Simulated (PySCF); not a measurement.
C5H13P.
Structure used (GFN2-xTB), in Å, numbered top down from 1:
```
atom  x, y, z in Å
C1     3.034    0.440    0.508
P2     1.457   -0.311    1.125
C3     0.395    0.141   -0.340
C4    -1.035   -0.389   -0.239
C5    -1.759    0.215    0.959
C6    -1.793   -0.088   -1.531
H7     3.742    0.501    1.332
H8     2.867    1.434    0.097
H9     3.458   -0.204   -0.262
H10    1.106    0.792    1.916
H11    0.883   -0.303   -1.215
H12    0.391    1.227   -0.472
H13   -0.988   -1.476   -0.103
H14   -1.249   -0.054    1.883
H15   -1.786    1.300    0.879
H16   -2.781   -0.152    1.012
H17   -1.299   -0.548   -2.384
H18   -1.842    0.986   -1.699
H19   -2.809   -0.473   -1.474
```

Computed, not measured: TDDFT wB97X-D/def2-SVPD, vertical, gas phase, core orbitals frozen in the response (PySCF 2.14.0, density-fitted response routines).

Transition dipole moments from the ground state, in atomic units and in the frame of the coordinates above (overall signs are arbitrary), for the states with f of 0.002 or more among the lowest 7:

```json
{"state": "S1", "E (eV)": "6.463", "μx": "-0.475", "μy": "0.252", "μz": "0.271"}
{"state": "S2", "E (eV)": "6.747", "μx": "-0.705", "μy": "-0.171", "μz": "-0.473"}
{"state": "S3", "E (eV)": "7.525", "μx": "0.121", "μy": "0.592", "μz": "-0.615"}
{"state": "S4", "E (eV)": "7.877", "μx": "0.000", "μy": "0.287", "μz": "-0.049"}
{"state": "S5", "E (eV)": "8.134", "μx": "-0.067", "μy": "-0.601", "μz": "0.199"}
{"state": "S6", "E (eV)": "8.362", "μx": "0.294", "μy": "0.028", "μz": "0.028"}
{"state": "S7", "E (eV)": "8.584", "μx": "0.034", "μy": "0.021", "μz": "-0.252"}
```

(1) What oscillator strength does each state have?

(2) What angle do the transition dipoles of S4 and S7 make?

(3) How is the summed strength of these states shared among x, y and z?

(4) What peak molar absorption coefficient would the strongest computed level give as a lone Gaussian band 0.5 eV wide at half height?

Results:

(1) f = (2/3) ΔE |μ|² with ΔE in hartree (27.2114 eV).

| state | \|μ\|² (au) | \|μ\| (D) | f |
| --- | --- | --- | --- |
| S1 | 0.363 | 1.53 | 0.057 |
| S2 | 0.749 | 2.20 | 0.124 |
| S3 | 0.744 | 2.19 | 0.137 |
| S4 | 0.085 | 0.74 | 0.016 |
| S5 | 0.405 | 1.62 | 0.081 |
| S6 | 0.088 | 0.75 | 0.018 |
| S7 | 0.065 | 0.65 | 0.014 |

(2) |cos θ| = |μa·μb| / (|μa| |μb|) = 0.25, so θ ≈ 76° (taken between 0 and 90°, since the signs are arbitrary).

(3) (2/3) Σ ΔE μα² gives 0.139 for x, 0.168 for y and 0.140 for z, 0.447 in all.

(4) ε(max) = 2.175×10⁸ f / FWHM, with the width in cm⁻¹. S3: 2.175×10⁸ × 0.1372 / 4033 ≈ 7400 L mol⁻¹ cm⁻¹.

One conformer stands for the species.

Without π bonds the low states may be Rydberg-like; a valence basis with one diffuse set may place them up to an eV too high.
